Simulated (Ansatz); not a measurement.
Basis-set extrapolation for `C=CCOC=O` (PBE0-D4/def2-TZVP geometry, frozen core, the Gaussian-basis code of Ansatz). Multiplicity 1, RHF reference.

```tsv
	def2-TZVPP	def2-QZVPP
HF	-304.795545	-304.809354
MP2 correlation	-1.107751	-1.186651
CCSD(T) correlation	-1.188084	not run
```

Energies in hartree. Use E(X) = E(∞) + A·exp(−7.88·√X) for Hartree–Fock and E(X) = E(∞) + B·X^(−2.97) for correlation, with X = 3 and 4, and add CCSD(T) minus MP2 of the smaller set to the MP2 limit.

Q: What is the CCSD(T) energy at the basis-set limit?

A: HF limit: -304.809354 + (-0.013809) × 0.13774 = -304.81126. MP2 limit: -1.186651 + (-0.078900) × 0.74074 = -1.24510. Higher-order term: -1.188084 − (-1.107751) = -0.08033. Total: -306.13669 hartree, 4.17 eV below CCSD(T)/def2-TZVPP.
